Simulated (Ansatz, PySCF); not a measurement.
Noncovalent pair: C2H4 (SMILES C=C) (first 6 atoms) with C2H4 (SMILES C=C); geometry from A24 set.
(charge 0, multiplicity 1):
| atom | x (Å) | y (Å) | z (Å) |
|---|---|---|---|
| H | 0.9244 | -1.2317 | -1.9062 |
| H | -0.9244 | -1.2317 | -1.9062 |
| H | -0.9244 | 1.2317 | -1.9062 |
| H | 0.9244 | 1.2317 | -1.9062 |
| C | 0.0000 | 0.6673 | -1.9056 |
| C | 0.0000 | -0.6673 | -1.9056 |
| H | 0.0000 | 1.2334 | 2.8293 |
| H | 0.0000 | 1.2255 | 0.9778 |
| H | 0.0000 | -1.2255 | 0.9778 |
| H | 0.0000 | -1.2334 | 2.8293 |
| C | 0.0000 | -0.6671 | 1.9060 |
| C | 0.0000 | 0.6671 | 1.9060 |

Interaction energies are E(AB) − E(A) − E(B) at the monomers' geometry in the complex; basis-set methods are counterpoise corrected. Rows marked so take none.

Rows in 6-31G* carry no dispersion term and start afresh at each structure (6-31G* with six Cartesian d functions).

Programs: Ansatz (Gaussian basis) for Hartree–Fock, density functionals and correlated methods; PySCF for 6-31G* rows, the dispersion terms. 

Problem. One of these levels gives -1.10 kcal/mol for the interaction energy. Which one is it?
A) BP86/6-31G* (no counterpoise)
B) HF/6-31G*
C) r2SCAN-D4/def2-TZVPPD
D) PBE/def2-TZVPPD

Solution. C, r2SCAN-D4/def2-TZVPPD. The others give 0.82 (HF/6-31G*), -0.39 (PBE/def2-TZVPPD), -0.06 (BP86/6-31G* (no counterpoise))

Ansatz is a program for electronic structure.
